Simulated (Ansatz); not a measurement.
**CHNa (triplet): the correlation ladder at scale of all distances = 1.290, cc-pVDZ**

How much of the correlation energy of CHNa (triplet) does each wave-function method recover here?

Method: cc-pVDZ, core rule «outside noble gas», up to 6 orbitals frozen; program: Ansatz 0.2.0, Gaussian basis.

To be run: UHF; CCSD(T) on ROHF; CCSD(T) on UHF; BCCD(T) on ROHF; CISD as a restricted active space (open shells left free, so some higher excitations enter); CCSDT(Q) on ROHF; CCSDT(Q) on UHF; CASSCF and MRCISD+Q, 4 electrons in 4 orbitals; CASSCF and NEVPT2, 4 electrons in 4 orbitals; Full CI.

29 further runs of the same task are left out: 16 for a known fault of the program, 10 that didn't finish, 3 set aside as unsound or not needed. Runs told in other sessions of the task aren't counted.

## 1. The system

The geometry derives from a PBE0/def2-TZVP stationary point (not a proven minimum). All distances are scaled together.

3 atoms, charge 0, spin multiplicity 3.

Atoms are counted from 1 here; the program's logs count them from 0.

Bond lengths: C1–Na2 2.825 Å.

## 2. UHF

in.yaml reads:

```yaml
crystal:
  periodic: [false, false, false]
  atoms:
    - {symbol: C, position_ang: [0.000000, 0.000000, 0.467931]}
    - {symbol: Na, position_ang: [0.000000, 0.000000, -2.357453]}
    - {symbol: H, position_ang: [0.000000, 0.000000, 1.889522]}
basis:
  gaussian: {orbitals: cc-pVDZ}
magnetization: {spin_polarized: true, initial_magnetization: 2}
hamiltonian: {xc: hf}
output: {orbitals: {seedname: orbitals}}
```

Launch:

```sh
$ ansatz run in.yaml --threads 1 --pin off --events-out ev --progress --plain --max-ram 2393MiB
```

Further steps of the session: CCSD(T) on ROHF; CCSD(T) on UHF; BCCD(T) on ROHF; CISD as a restricted active space (open shells left free, so some higher excitations enter); CCSDT(Q) on ROHF; CCSDT(Q) on UHF; CASSCF and MRCISD+Q, 4 electrons in 4 orbitals; CASSCF and NEVPT2, 4 electrons in 4 orbitals; Full CI.

**Question.** What will the summary of the whole plan be? Wanted: FCI from the RHF energy; RMP2 from FCI; UMP2 from FCI; RCCSD from FCI; RCCSD(T) from FCI; UCCSD(T) from FCI; RCCSDT(Q) from FCI; UCCSDT(Q) from FCI; NEVPT2 pair from FCI.

The runs gave:

```
                         quantity                                                                             value
          FCI from the ROHF energy                                                                        -3.7451 eV
                    RMP2 from FCI                                                                   +17.79 kcal/mol
                    UMP2 from FCI                                                                   +17.34 kcal/mol
                   RCCSD from FCI                                                                    +3.08 kcal/mol
                RCCSD(T) from FCI                                                                    +0.72 kcal/mol
                UCCSD(T) from FCI                                                                    +0.74 kcal/mol
               RCCSDT(Q) from FCI                                                                    +0.01 kcal/mol
               UCCSDT(Q) from FCI                                                                    -0.02 kcal/mol
             NEVPT2 pair from FCI                                                                   +15.01 kcal/mol
           MRCISD+Q pair from FCI                                                                    +0.09 kcal/mol
levels within 1 kcal/mol (43 meV)  RCCSD(T), UCCSD(T), BCCD(T), RCCSDT, UCCSDT, RCCSDT(Q), UCCSDT(Q), MRCISD+Q pair
                    T1 diagnostic                                                                             0.039
   effectively unpaired electrons                                                                              2.06
```

What this shows: RCCSD(T) misses by +0.72 kcal/mol, 0.8 % of the correlation energy. One determinant dominates. Of the multireference levels listed MRCISD+Q pair comes nearest in total energy (+0.09 kcal/mol), which doesn't show that its space is the better one. These misses are within one basis, not against nature; the frozen cores of restricted and unrestricted runs differ, which can shift their rows.

Levels on UHF freeze UHF's core orbitals, full CI those of ROHF, so the U rows can settle a little off it for that reason alone.

With open shells the CI space here admits some higher excitations, so it is larger than plain CISD.
